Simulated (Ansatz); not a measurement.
System: hcp Tc. Method: PBE (PAW; Ansatz, a first-principles code).

Run with plane-wave cutoff 520 eV, 18×18×12 k mesh (along the axes of the cell as run), Fermi–Dirac smearing 0.1 eV, perturbation theory, no spin polarisation, scalar-relativistic PAW data made under PBE.

The cell has the measured lattice parameters. Conventional cell: a = 2.7412 Å, b = 2.7412 Å, c = 4.3990 Å, α = 90.00°, β = 90.00°, γ = 120.00°.

Space group P6₃/mmc (No. 194); a = b = 2.7412 Å, c = 4.3990 Å, α = β = 90.00°, γ = 120.00°

```json
[
 {"atom": "Tc", "site": "2c", "symmetry": "-6m2", "x": "0.3333", "y": "0.6667", "z": "0.2500"}
]
```

Harmonic phonon frequencies (cm⁻¹; i marks an imaginary mode):

| q point | frequencies |
|---|---|
| Γ | ? |
| M | ? |
| K | 168 185 185 187 223 223 |

Task: Fill in the missing entries.

Result: 
- Γ, frequencies: 0 0 0 90 139 139
- M, frequencies: 118 131 151 200 230 237

No imaginary mode appears at these points.

Note: the cell isn't this level's own, so it is under some stress, which shifts stiffness and frequencies.
